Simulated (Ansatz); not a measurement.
# AlBH₂ (singlet): wave-function methods side by side at a displaced geometry (v2), cc-pVTZ

The task here is to estimate one member of a computed series from the others.

Program: Ansatz 0.2.0, Gaussian basis. Level of theory: cc-pVTZ, core rule «outside noble gas», up to 6 orbitals frozen. These are calculated values, not measurements.

The runs, in order: UHF; CCSD(T) on RHF; CCSD(T) on UHF; BCCD(T) on RHF; CCSDT(Q) on RHF; CASSCF and NEVPT2, 8 electrons in 10 orbitals.

13 further runs of the same task are left out: 6 that didn't finish, 7 set aside as unsound or not needed. Runs told in other sessions of the task aren't counted.

## The geometry

The geometry is a PBE0/def2-TZVP stationary point (not a proven minimum) with its atoms shifted at random (size 0.100 Å).

4 atoms, charge 0, spin multiplicity 1.

Atoms are counted from 1 here; the program's logs count them from 0.

Bond lengths: B1–Al2 2.235 Å, B1–H3 1.191 Å, B1–H4 1.284 Å. Angles: Al2–B1–H3 123.5°, Al2–B1–H4 122.5°, H3–B1–H4 113.2°.

The first run:

The input, in.yaml:

```yaml
crystal:
  periodic: [false, false, false]
  atoms:
    - {symbol: B, position_ang: [0.114114, -0.003058, 1.476293]}
    - {symbol: Al, position_ang: [-0.050760, 0.005315, -0.752564]}
    - {symbol: H, position_ang: [0.025860, 0.977872, 2.146343]}
    - {symbol: H, position_ang: [0.108969, -1.087358, 2.164557]}
basis:
  gaussian: {orbitals: cc-pVTZ}
magnetization: {spin_polarized: true, initial_magnetization: 0}
hamiltonian: {xc: hf}
output: {orbitals: {seedname: orbitals}}
```

The run is started by

```console
$ ansatz run in.yaml --threads 1 --pin off --events-out ev --progress --plain --max-ram 2393MiB
```

Steps of the session up to this table: UHF; CCSD(T) on RHF; CCSD(T) on UHF; BCCD(T) on RHF; CCSDT(Q) on RHF; CASSCF and NEVPT2, 8 electrons in 10 orbitals.

One table of the session follows, with a row left open; its other results are not shown here.

It belongs to the step «Misses and costs». 

| method | from RCCSDT(Q) (kJ/mol) |
| --- | --- |
| RHF | ? |
| UHF | +489.1 |
| RMP2 | +109.3 |
| UMP2 | +126.0 |
| RCCSD | +18.1 |
| UCCSD | +20.2 |
| RCCSD(T) | +3.3 |
| UCCSD(T) | +4.8 |
| BCCD(T) | +3.2 |
| RCCSDT | +0.7 |
| RCCSDT(Q) | 0 |
| CASSCF valence | +268.3 |
| NEVPT2 valence | +82.6 |

**Question.** Estimate the row for RHF.

As computed: from RCCSDT(Q) (kJ/mol): +508.8. In the column «from RCCSDT(Q) (kJ/mol)» it is the highest.

Limits of these values: The determinant of HF (⟨S²⟩ 0.69) is far from a pure spin state, so its energy mixes those of several spin states; that is harmless only where they are near-degenerate. The determinant of CCSD(T) (⟨S²⟩ 0.69) is far from a pure spin state, so its energy mixes those of several spin states; high orders of coupled cluster remove much of that, low ones don't. Warnings: restricted reference is unstable; spin contamination. Restricted and unrestricted rows rest on different reference determinants; a gap between their highest levels can come from leftover correlation error, from unlike frozen cores or from another state.
